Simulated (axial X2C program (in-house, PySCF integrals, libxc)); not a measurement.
# Linear HBF at several levels

How do method and spin–orbit coupling move the bonds and stretches of HBF, held linear?

Program: an in-house X2C program for linear molecules on PySCF integrals. Level of theory: all-electron X2C, two-component (2c) or spin-free, H dyall-v3z, B dyall-v3z, F dyall-av3z. These are calculated values, not measurements.

All values are calculated.

2 further runs of the same task are left out: 2 set aside as unsound or not needed.

## 1. Set-up

Input file task.json:

```json
{
 "zs": [
  1,
  5,
  9
 ],
 "q": 0,
 "bas": [
  "dyall-v3z",
  "dyall-v3z",
  "dyall-av3z"
 ],
 "r0": [
  1.17,
  1.49
 ],
 "symm": 0,
 "scan": [
  "PBE0",
  "HF",
  "B3LYP"
 ],
 "levels": [
  "PBE0",
  "HF",
  "PBE"
 ],
 "nst": 2
}
```

Keys: zs atomic numbers; q charge; bas basis sets; r0 starting distance in Å; symm equal bonds; scan levels of the two-bond scan (MP2 follows by itself at each HF point); levels methods; nst determinants followed.

Run with:

```console
> python solin.py task.json out
```

Masses H 1.008, B 11.009, F 18.998 u.

## 2. Scan at PBE0, 2c

State: Ω = 1/2 (beyond evenly filled blocks: ω = 1/2). Energies above the lowest point, from the job's result record:

```
r(H–B) (Å)  r(B–F) (Å)  E (meV)
    1.1388      1.2655    37.16
    1.1388      1.2980    11.67
    1.1388      1.3304    37.55
    1.1680      1.2655    25.83
    1.1680      1.2980     0.00
    1.1680      1.3304    25.54
    1.1680      1.3629    93.13
    1.1972      1.2655    38.26
    1.1972      1.2980    12.10
    1.1972      1.3304    37.30
    1.2264      1.2980    44.78
    1.2264      1.3629   136.53
```

A quadratic surface with cubic terms in each bond gives the minimum at 1.167 and 1.297 Å, force constants 4.48, 7.86 and coupling -0.06 mdyn/Å.

## 3. Scan at HF, 2c

State: Ω = 1/2 (beyond evenly filled blocks: ω = 1/2). Energies above the lowest point, from the job's result record:

```
r(H–B) (Å)  r(B–F) (Å)  E (meV)
    1.1388      1.2655    16.88
    1.1388      1.2980     5.03
    1.1388      1.3304    44.83
    1.1680      1.2655    12.12
    1.1680      1.2980     0.00
    1.1680      1.3304    39.53
    1.1680      1.3629   121.55
    1.1972      1.2655    31.50
    1.1972      1.2980    19.11
    1.1972      1.3304    58.36
    1.2264      1.2980    59.08
    1.2264      1.3629   179.46
```

A quadratic surface with cubic terms in each bond gives the minimum at 1.159 and 1.289 Å, force constants 4.73, 8.28 and coupling -0.05 mdyn/Å.

## 4. Scan at B3LYP, 2c

State: Ω = 1/2 (beyond evenly filled blocks: ω = 1/2). Energies above the lowest point, from the job's result record:

```csv
r(H–B) (Å),r(B–F) (Å),E (meV)
1.1388,1.2655,35.92
1.1388,1.2980,6.69
1.1388,1.3304,28.48
1.1680,1.2655,29.57
1.1680,1.2980,0.00
1.1680,1.3304,21.44
1.1680,1.3629,84.61
1.1972,1.2655,46.48
1.1972,1.2980,16.58
1.1972,1.3304,37.67
1.2264,1.2980,53.24
1.2264,1.3629,136.43
```

A quadratic surface with cubic terms in each bond gives the minimum at 1.161 and 1.299 Å, force constants 4.51, 7.69 and coupling -0.06 mdyn/Å.

## 5. Comparison

| level | r(H–B) (Å) | r(B–F) (Å) | lower stretch (cm⁻¹) | upper stretch (cm⁻¹) |
| --- | --- | --- | --- | --- |
| PBE0, 2c | 1.167 | 1.297 | 1333.6 | 2897.7 |
| HF, 2c | 1.159 | 1.289 | 1369.2 | 2974.4 |
| B3LYP, 2c | 1.161 | 1.299 | 1319.7 | 2904.6 |
| MP2, 2c | 1.160 | 1.306 | 1314.8 | 2966.0 |
| PBE0, spin-free | 1.167 | 1.297 | 1333.2 | 2897.7 |
| HF, spin-free | 1.159 | 1.289 | 1368.9 | 2974.4 |
| B3LYP, spin-free | 1.161 | 1.300 | 1319.4 | 2904.5 |
| MP2, spin-free | 1.160 | 1.306 | 1314.5 | 2966.0 |

Scans not shown above were run alike.

**Reading.** Over the levels the H–B bond spans 1.159 to 1.167 Å and the B–F bond 1.289 to 1.306 Å. At PBE0 spin–orbit coupling leaves both bonds unchanged to 0.001 Å. Each state is one determinant, the lowest of a limited PBE0 search; the stretches come from a fit to few points and are good to some per cent at best. MP2 freezes inner shells (threshold -2 hartree). The molecule was held linear; bending was not examined, so a bent shape may lie lower. Note: functional without a current term on a determinant with orbital currents, of the molecule or an atom.
